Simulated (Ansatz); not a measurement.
A made-up structure of BSiNH₅ (charge +1), singlet:

B1  (-0.912, 0.056, -0.712)
N2  (0.081, 0.795, 0.187)
Si3  (0.396, -1.087, 0.146)
H4  (-1.806, 0.478, -1.355)
H5  (0.645, -2.451, -0.158)
H6  (-0.302, 1.257, 1.014)
H7  (1.700, -1.324, -0.495)
H8  (0.131, -1.630, 1.488)
(Å)

It is relaxed with PBE-D4/def2-SVP and then PBE0-D4/def2-TZVP (Ansatz 0.2.0). Atoms count as bonded within 1.22 times the sum of their covalent radii (H–H: 0.88 Å). The end point is not checked to be a true minimum.

Question: Does its bonding change? (A judgement: the text doesn't fix the answer.)

Answer: The calculation gives: Yes. Formed: none; broken: B1–Si3.

Where it ends: The first stage lowers the energy by 5.05 eV in 9 steps. It ends as BSiNH₅ ([BH][NH][SiH3]), total charge +1:
```tsv
atom	x (Å)	y (Å)	z (Å)
B1	-1.1694	0.3913	-0.7511
N2	-0.2116	0.3037	0.1235
Si3	0.6970	-1.2993	0.3736
H4	-2.0236	0.4084	-1.5543
H5	0.0208	-2.1770	-0.6025
H6	0.0832	1.0887	0.7020
H7	2.0944	-0.9789	0.0395
H8	0.4418	-1.6437	1.7819
```

Labels in which every atom is bracketed show which atoms are joined, not bond orders.

For scale, one of the runs: PBE0-D4/def2-TZVP relaxation, 129 basis functions, launched by `ansatz run in.yaml --threads 2 --pin off --events-out ev --progress --plain --max-ram 4352MiB`. The run took about 17 s on 2 CPU threads of an Arm Neoverse V2 (shared host).
